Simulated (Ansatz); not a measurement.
The first iterations of a band of BH3O + ClH (7 atoms, charge 0, multiplicity 1).

Theory: RKS r2SCAN/def2-SVP in Ansatz 0.2.0.

```json
{"movable images": "9", "climbing image": "yes", "spring": "5.0 eV/Å²", "optimiser": "fire", "start path": "through a guess of the saddle point", "force threshold": "0.05 eV/Å", "iteration limit": "52", "end points": "relaxed", "largest step": "0.5 Å"}
```

Image 0:

```xyz
7
Properties=species:S:1:pos:R:3
B -0.140 -0.418 -0.001
O -0.515 0.137 1.179
H -1.141 -0.392 1.692
H 0.640 0.215 -0.667
H -0.587 -1.494 -0.333
Cl 0.790 2.996 1.588
H 0.193 1.841 1.566
```

Image 10:

```xyz
7
Properties=species:S:1:pos:R:3
B 0.021 0.355 0.026
O -0.174 -0.100 1.620
H -1.066 0.188 1.880
H 1.177 0.074 -0.190
H -0.848 -0.270 -0.535
Cl -0.298 2.177 0.084
H 0.429 0.462 2.139
```

| iteration | highest image above the first end (eV) | largest band force component (eV/Å) |
| --- | --- | --- |
| 1 | 2.377 | 6.655 |
| 2 | 1.370 | 2.209 |
| 3 | 1.115 | 1.699 |
| 4 | 0.973 | 1.475 |
| 5 | 0.891 | 1.097 |
| 6 | 0.780 | 0.843 |
| 7 | 0.730 | 0.599 |
| 8 | 0.747 | 0.621 |
| 9 | 0.728 | 0.648 |
| 10 | 0.728 | 0.563 |
| 11 | 0.732 | 0.395 |
| 12 | 0.740 | 0.367 |
| 13 | 0.741 | 0.437 |
| 14 | 0.725 | 0.462 |
| 15 | 0.719 | 0.373 |

Problem. Does the band converge within its limit, and where does its top end?

Solution. It converged. It ended after 46 iterations with the highest image 0.691 eV above the first end. Another band between the same ends (9 images) ends at a top of the same energy, where a vibrational analysis finds 1 clearly imaginary mode. The orbitals stay closed-shell, which can raise the energy where a bond breaks towards radicals; this wasn't checked here.

Time of the run: 20 min on 1 thread of Arm Neoverse V1, with other jobs on the host, peak memory 0.12 GiB.
